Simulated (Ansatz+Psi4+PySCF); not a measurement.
A calculation with Ansatz (development build ahead of 0.2.0).

```yaml
crystal:
  periodic: [false, false, false]
  atoms:
    - { symbol: "N", position_ang: [0.0, 0.71896, -0.07769] }
    - { symbol: "N", position_ang: [0.0, -0.71896, -0.07769] }
    - { symbol: H, position_ang: [0.21108, 1.09275, 0.84789] }
    - { symbol: H, position_ang: [-0.94821, 1.00503, -0.30408] }
    - { symbol: H, position_ang: [-0.21108, -1.09275, 0.84789] }
    - { symbol: H, position_ang: [0.94821, -1.00503, -0.30408] }
basis:
  gaussian: { orbitals: cc-pVTZ }
hamiltonian:
  xc: hf
correlation:
  method: mp2
  frozen_orbitals: { H: 0, "N": 1 }
scf:
  omitted_lower_state_checks: [stability, starts, atomic_configurations, cluster_reference, orbital_swaps, given_window_search, neighbouring_geometries, increment]
```

The input is written out in the form of the current development build from the run's settings.

Results

| Quantity | Value |
| --- | --- |
| Converged | yes |
| Reference energy | -111.22341 hartree |
| Correlation energy | -0.44053 hartree |
| Total energy | -111.66394 hartree |
| Spin squared of the determinant | 0.000 |
| Occupied orbitals by symmetry in an Abelian subgroup (alpha; beta) | 5 A 4 B; 5 A 4 B |
